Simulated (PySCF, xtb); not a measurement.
Acid–base and redox partners of Cl[SiH2]Cl. Gas-phase values, no solvent. One relaxed conformer stands for each flexible species; it need not be the lowest. Strings in code marks are SMILES.

Quantity: bond dissociation enthalpy (X–H) at 298 K, in kJ/mol. HF references are unrestricted for open shells and restricted for singlets. Thermal and zero-point terms are GFN2-xTB rigid-rotor harmonic values (xtb).

Level 1: CAM-B3LYP-D3(BJ)/def2-TZVP (PySCF)
Level 2: PBE-D3(BJ)/def2-TZVP // CAM-B3LYP-D3(BJ)/def2-TZVP (PySCF)
Level 3: B3LYP/6-311+G** // CAM-B3LYP-D3(BJ)/def2-TZVP (PySCF)
Level 4: HF/6-31G* // CAM-B3LYP-D3(BJ)/def2-TZVP (PySCF)

```csv
species,level 2,level 3,level 4
H atom removed from Si2: `Cl[SiH]Cl`,356.0,371.1,304.9
```

### Question
What does level 1 give for each?

### Answer

- H atom removed from Si2: `Cl[SiH]Cl`: 380.9
